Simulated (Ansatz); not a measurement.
Rutile SnO2, treated with PBE-D4 in Ansatz (plane waves, PAW).

Settings: plane-wave cutoff 520 eV, 8×8×10 k mesh (along the axes of the cell as run), Fermi–Dirac smearing 0.01 eV, scalar-relativistic PAW data made under PBE.

On both sides of the equilibrium volume: at 12.091 Å³/atom the pressure is 3.83 GPa and the direct gap at Γ 1.071 eV; at 12.585 Å³/atom they are -3.37 GPa and 0.675 eV. The fitted bulk modulus is 179 GPa.

Work out the volume deformation potential of this gap and its pressure coefficient, in two ways.

a_V = dE_g/d ln V = (0.675 − 1.071)/ln(12.585/12.091) = -9.89 eV. Since dP = −B d ln V, dE_g/dP = −a_V/B = 55 meV/GPa. Straight from the pressures: (1.071 − 0.675)/(3.83 − (-3.37)) = 55 meV/GPa. At this level and over this range the gap at Γ widens under pressure.

Spin–orbit coupling is not included.

Note: the bulk modulus comes from volumes at which shape and atoms were relaxed.

Ansatz is a quantum-chemistry and plane-wave program.
